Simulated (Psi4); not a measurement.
**PH (SMILES [PH]) at UHSE06/cc-pVTZ**

Aim: the vertical ionisation energy of PH at UHSE06/cc-pVTZ, from 2 runs. Input form: a Python script.

The results are computed with Psi4 1.11.

1 further run of the same task is left out (set aside as unsound or not needed).

## 1. Starting point

PH has 2 atoms, charge 0, and is taken as a triplet. SMILES: `[PH]`. Geometry: relaxed at PBE0-D4/def2-TZVP.

Bond lengths: P1–H2 1.428 Å.

## 2. Energy and gradient at UHSE06/cc-pVTZ

The input, job.py:

```python
import psi4

psi4.set_memory(2200000000)
psi4.set_num_threads(1)
psi4.set_output_file('output.dat', False)

m = psi4.geometry("""
0 3
P      0.00000000     0.00000000    -0.02760890
H      0.00000000     0.00000000     2.67146803
units bohr
symmetry c1
no_reorient
no_com
""")

options = {'basis': 'cc-pVTZ', 'reference': 'uks', 'puream': True, 'e_convergence': 1e-09, 'd_convergence': 1e-08, 'scf_type': 'pk', 'dft_radial_points': 99, 'dft_spherical_points': 590, 'maxiter': 100}
psi4.set_options(options)

result = psi4.gradient("hse06")
print('gradient / Eh bohr^-1')
print(result.np.round(6))
```

Run with:

```bash
$ python job.py
```

output.dat:

```text
[...]
  Running in c1 symmetry.
[...]
  Nuclear repulsion =    5.557455526100917
[...]
  Multiplicity = 3
[...]
  Nalpha       = 9
  Nbeta        = 7
[...]
    Number of basis functions: 48
[...]
   @UKS iter   1:  -341.75461256806443   -3.35808e-01   4.76081e-03 DIIS/ADIIS
[...]
   @UKS iter  10:  -341.77531425280142   -1.36424e-12   3.91986e-09 DIIS
[...]
   @S^2 Observed:                2.008836014E+00
[...]
    Orbital Energies [Eh]
    ---------------------
    Alpha Occupied:
       1A    -77.255551     2A     -6.623903     3A     -4.763059
       4A     -4.763059     5A     -4.753911     6A     -0.627222
       7A     -0.344456     8A     -0.256044     9A     -0.256044
    Alpha Virtual:
      10A      0.020218    11A      0.158205    12A      0.238654
      13A      0.238654    14A      0.243747    15A      0.243747
      16A      0.256736    17A      0.256736    18A      0.261618
      19A      0.378859    20A      0.544024    21A      0.794002
      22A      0.794002    23A      1.057270    24A      1.222431
      25A      1.222431    26A      1.223292    27A      1.223292
[...]
  @UKS Final Energy:  -341.77531425280142
   => Energetics <=
    Nuclear Repulsion Energy =              5.5574555261009166
    One-Electron Energy =                -483.2516504814768723
    Two-Electron Energy =                 153.8582152070516429
    DFT Exchange-Correlation Energy =     -17.9393345044770491
    Empirical Dispersion Energy =           0.0000000000000000
    VV10 Nonlocal Energy =                  0.0000000000000000
    Total Energy =                       -341.7753142528014223
[...]
 Multipole Moments:
 ------------------------------------------------------------------------------------
     Multipole            Electronic (a.u.)      Nuclear  (a.u.)        Total (a.u.)
 ------------------------------------------------------------------------------------
 L = 1.  Multiply by 2.5417464519 to convert [e a0] to [Debye]
 Dipole X            :         -0.0000000            0.0000000           -0.0000000
 Dipole Y            :         -0.0000000            0.0000000           -0.0000000
 Dipole Z            :         -2.0605216            2.2573345            0.1968129
 Magnitude           :                                                    0.1968129
[...]
  -Total Gradient:
     Atom            X                  Y                   Z
    ------   -----------------  -----------------  -----------------
       1       -0.000000000003    -0.000000000003     0.001034468419
       2       -0.000000000003    -0.000000000003    -0.001025606372
[...]
```

On the terminal:

```text
gradient / Eh bohr^-1
[[-0.       -0.        0.001034]
 [-0.       -0.       -0.001026]]
```

It took 37 s on 1 thread of Intel Xeon at 2.50GHz (Skylake/Cascade Lake), shared host; peak memory 0.56 GiB.

## 3. The doublet cation at the same level

The input, job.py:

```python
import psi4

psi4.set_memory('2200 MB')
psi4.set_num_threads(1)
psi4.core.set_output_file('psi4.out', False)

m = psi4.geometry("""
1 2
P      0.00000000     0.00000000    -0.02760890
H      0.00000000     0.00000000     2.67146803
units bohr
symmetry c1
no_reorient
no_com
""")

psi4.set_options({
    'reference': 'uks',
    'puream': True,
    'e_convergence': 1e-09,
    'd_convergence': 1e-08,
    'scf_type': 'pk',
    'dft_radial_points': 99,
    'dft_spherical_points': 590,
    'maxiter': 100,
})

energy_value = psi4.gradient('hse06/cc-pVTZ')
print('gradient / Eh bohr^-1')
print(energy_value.np.round(6))
for k, v in sorted(psi4.core.scalar_variables().items()):
    print(f'{k:45s} {v:18.10f}')
```

Run with:

```bash
$ python job.py
```

psi4.out:

```text
[...]
  Running in c1 symmetry.
[...]
  Nuclear repulsion =    5.557455526100917
[...]
  Multiplicity = 2
[...]
  Nalpha       = 8
  Nbeta        = 7
[...]
    Number of basis functions: 48
[...]
   @UKS iter   1:  -341.38670349822371    3.21014e-02   3.17681e-03 DIIS/ADIIS
[...]
   @UKS iter  10:  -341.39780539563196   -5.05906e-12   3.08334e-09 DIIS
[...]
   @S^2 Observed:                7.560002349E-01
[...]
    Orbital Energies [Eh]
    ---------------------
    Alpha Occupied:
       1A    -77.653433     2A     -7.012824     3A     -5.154518
       4A     -5.150416     5A     -5.139499     6A     -0.945174
       7A     -0.654064     8A     -0.570949
    Alpha Virtual:
       9A     -0.495972    10A     -0.244769    11A     -0.084441
      12A     -0.055400    13A     -0.045575    14A     -0.042525
      15A     -0.035447    16A      0.009177    17A      0.010559
      18A      0.017117    19A      0.144794    20A      0.267690
      21A      0.521010    22A      0.521066    23A      0.780411
      24A      0.897080    25A      0.901148    26A      0.902910
[...]
  @UKS Final Energy:  -341.39780539563196
   => Energetics <=
    Nuclear Repulsion Energy =              5.5574555261009166
    One-Electron Energy =                -477.3856532076649728
    Two-Electron Energy =                 148.1233023787788454
    DFT Exchange-Correlation Energy =     -17.6929100928467911
    Empirical Dispersion Energy =           0.0000000000000000
    VV10 Nonlocal Energy =                  0.0000000000000000
    Total Energy =                       -341.3978053956319627
[...]
 Multipole Moments:
 ------------------------------------------------------------------------------------
     Multipole            Electronic (a.u.)      Nuclear  (a.u.)        Total (a.u.)
 ------------------------------------------------------------------------------------
 L = 1.  Multiply by 2.5417464519 to convert [e a0] to [Debye]
 Dipole X            :          0.0000000            0.0000000            0.0000000
 Dipole Y            :         -0.0000000            0.0000000           -0.0000000
 Dipole Z            :         -1.8365134            2.2573345            0.4208211
 Magnitude           :                                                    0.4208211
[...]
  -Total Gradient:
     Atom            X                  Y                   Z
    ------   -----------------  -----------------  -----------------
       1        0.000000000001    -0.000000000002     0.003574653447
       2        0.000000000002    -0.000000000005    -0.003567956285
[...]
```

Standard output:

```text
gradient / Eh bohr^-1
[[ 0.       -0.        0.003575]
 [ 0.       -0.       -0.003568]]
CURRENT ENERGY                                   -341.3978053956
CURRENT REFERENCE ENERGY                         -341.3978053956
DD SOLVATION ENERGY                                 0.0000000000
DFT FUNCTIONAL TOTAL ENERGY                      -341.3978053956
DFT TOTAL ENERGY                                 -341.3978053956
DFT VV10 ENERGY                                     0.0000000000
DFT XC ENERGY                                     -17.6929100928
GRID ELECTRONS ALPHA                                8.0000000001
GRID ELECTRONS BETA                                 7.0000000001
GRID ELECTRONS TOTAL                               15.0000000002
NUCLEAR REPULSION ENERGY                            5.5574555261
ONE-ELECTRON ENERGY                              -477.3856532077
PCM POLARIZATION ENERGY                             0.0000000000
PE ENERGY                                           0.0000000000
SCF ITERATION ENERGY                             -341.3978053956
SCF ITERATIONS                                     10.0000000000
SCF TOTAL ENERGY                                 -341.3978053956
TWO-ELECTRON ENERGY                               148.1233023788
XC GRID RADIAL POINTS                              99.0000000000
XC GRID SPHERICAL POINTS                          590.0000000000
XC GRID TOTAL POINTS                           110470.0000000000
```

Wall time 37 s (1 thread of Intel Xeon at 2.50GHz (Skylake/Cascade Lake), shared host); peak memory 0.56 GiB.

## 4. Results

At UHSE06/cc-pVTZ:

| quantity | value |
| --- | --- |
| triplet PH: total energy | -341.77531 Eh |
| triplet PH: dipole moment | 0.50 D |
| triplet PH: HOMO energy (highest over α and β) | -6.97 eV |
| triplet PH: LUMO energy (lowest over α and β) | -3.21 eV |
| triplet PH: ⟨S²⟩ | 2.009 |
| triplet PH: largest force on an atom | 0.053 eV/Å |
| doublet cation: total energy | -341.39781 Eh |
| doublet cation: HOMO energy (highest over α and β) | -15.54 eV |
| doublet cation: LUMO energy (lowest over α and β) | -13.50 eV |
| doublet cation: ⟨S²⟩ | 0.756 |
| doublet cation: largest force on an atom | 0.184 eV/Å |
| vertical ionisation energy (to the doublet cation) | 10.273 eV |

In words: Removing an electron at fixed nuclei costs 10.27 eV (991 kJ/mol).
